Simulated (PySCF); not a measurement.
Thiirane, C₂H₄S, SMILES C1CS1, point group C2v.

Force field and properties: PBE0/pcSseg-1 (PySCF, grid level 2). Vibrational terms come from second-order perturbation theory with semi-diagonal cubic constants, by steps of ±0.6 along the normal coordinates of each isotopologue. The parent has the commonest isotopes.

Equilibrium geometry (Å):

```
atom        x        y        z
  C1  -0.7362  -0.0758   0.0052
  C2   0.7412  -0.0670  -0.0129
  S3  -0.0103   1.5636  -0.2596
  H4  -1.2408  -0.2162   0.9598
  H5  -1.2613  -0.4993  -0.8496
  H6   1.2706  -0.2013   0.9291
  H7   1.2502  -0.4844  -0.8803
```

Problem. Give the equilibrium and ground-state rotational constants (MHz) of parent; ¹³C at 1; ³⁴S at 3; ³⁴S at 3, ²H at 4; ²H at 4; ²H at 4, ²H at 5, ²H at 6, ²H at 7; ²H at 4, ²H at 5.

Solution. 
```
                           species     Ae      Be      Ce     A0      B0      C0  Δ0 (u Å²)  harmonic ZPE (cm⁻¹)
                            parent  22130   10846  8063.9  21937   10785  8002.4     -6.744                12125
                          ¹³C at 1  21635   10674  7903.3  21449   10615  7843.6     -6.741                12086
                          ³⁴S at 3  22130   10571  7910.9  21936   10512  7851.2     -6.743                12118
                 ³⁴S at 3, ²H at 4  20124   10105  7554.1  19953   10050  7498.8     -8.221                11404
                           ²H at 4  20125   10368  7700.5  19955   10311  7643.6     -8.221                11411
²H at 4, ²H at 5, ²H at 6, ²H at 7  15521  9202.2  6832.5  15400  9152.6  6784.9    -13.548                 9259
                  ²H at 4, ²H at 5  18537  9876.3  7399.8  18383  9822.4  7346.1    -10.148                10693
```

Δ0 = Ic − Ia − Ib from the ground-state constants.

Problem. How is the parent's vibrational correction B0 − Be made up?

Solution. 
```json
{"axis": "a", "harmonic": "61.6", "Coriolis": "-16.1", "cubic": "-239", "total (MHz)": "-193"}
{"axis": "b", "harmonic": "25.8", "Coriolis": "-4.29", "cubic": "-82.2", "total (MHz)": "-60.7"}
{"axis": "c", "harmonic": "8.56", "Coriolis": "-1.11", "cubic": "-69", "total (MHz)": "-61.5"}
```

Problem. And its quartic centrifugal distortion constants from the harmonic force field?

Solution. Asymmetric top, A reduction, Ir representation: ΔJ = 7.1 kHz, ΔJK = 8.94 kHz, ΔK = 18.9 kHz, δJ = 1.94 kHz, δK = 13.8 kHz.
